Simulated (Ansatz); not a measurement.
Elements on the sites of an ideal diamond lattice, at a guessed lattice constant:

```
C Si Pb
1.0
    -4.59640    4.59640    0.00000
    -4.59640    0.00000    4.59640
     0.00000    4.59640    4.59640
C Si Pb
9 5 2
Direct
  0.50000 0.00000 0.00000
  0.00000 0.50000 0.00000
  0.50000 0.50000 0.00000
  0.50000 0.00000 0.50000
  0.87500 0.87500 0.37500
  0.37500 0.87500 0.37500
  0.87500 0.87500 0.87500
  0.87500 0.37500 0.87500
  0.37500 0.37500 0.87500
  0.00000 0.00000 0.00000
  0.50000 0.50000 0.50000
  0.87500 0.37500 0.37500
  0.37500 0.37500 0.37500
  0.37500 0.87500 0.87500
  0.00000 0.00000 0.50000
  0.00000 0.50000 0.50000
```

Cell and atoms were relaxed without symmetry on coarser meshes and computed once more. All numbers below come from DFT PBE, scalar-relativistic, plane waves, PAW in Ansatz 0.2.0.

Settings: cutoff 420 eV, Γ-centred mesh 5×7×6 on the computed 16-atom cell, Gaussian smearing of 0.10 eV; no spin polarisation.

The relaxation ran on 3×3×3 k points with a smearing of 0.1 eV, from sites shaken by 0.02 Å.

Q: What does the relaxation give?

A: A volume of 15.72 Å³/atom and no gap on the mesh. It lies 0.61 eV/atom above the elements' standard states (static lattices, no corrections for gases). The atoms leave their sites by 1.25 Å (root mean square) and 1.99 Å at most, and the cell stretches by up to 27.3 % at fixed volume, so the lattice hasn't survived.

```yaml
crystal:
  lattice:
    - [-5.41206, 6.24124, -1.33598]
    - [-3.94028, 0.13580, 3.73415]
    - [0.47026, 5.37552, 4.34021]
  atoms:
    - { symbol: C, position: [0.55134, 0.05612, 0.92791] }
    - { symbol: C, position: [0.72798, 0.57621, 0.10241] }
    - { symbol: C, position: [0.55559, 0.53031, 0.90002] }
    - { symbol: C, position: [0.67521, 0.89807, 0.45033] }
    - { symbol: C, position: [0.83803, 0.98075, 0.30349] }
    - { symbol: C, position: [0.55115, 0.86643, 0.36503] }
    - { symbol: C, position: [0.63896, 0.87387, 0.10890] }
    - { symbol: C, position: [0.69451, 0.43719, 0.99869] }
    - { symbol: C, position: [0.51539, 0.34640, 0.83996] }
    - { symbol: Si, position: [0.82785, 0.06526, 0.01385] }
    - { symbol: Si, position: [0.51188, 0.48181, 0.53821] }
    - { symbol: Si, position: [0.82721, 0.31976, 0.33405] }
    - { symbol: Si, position: [0.35863, 0.17392, 0.50975] }
    - { symbol: Si, position: [0.52519, 0.89821, 0.75767] }
    - { symbol: Pb, position: [0.07361, 0.92095, 0.63041] }
    - { symbol: Pb, position: [0.12336, 0.56630, 0.22318] }
```

Spin-orbit coupling is left out, which matters for the bands of heavy elements.

Cost: 2 runs of about 21 core-minutes in all (earlier runs that led there not counted), on Arm Neoverse V2 (shared hosts).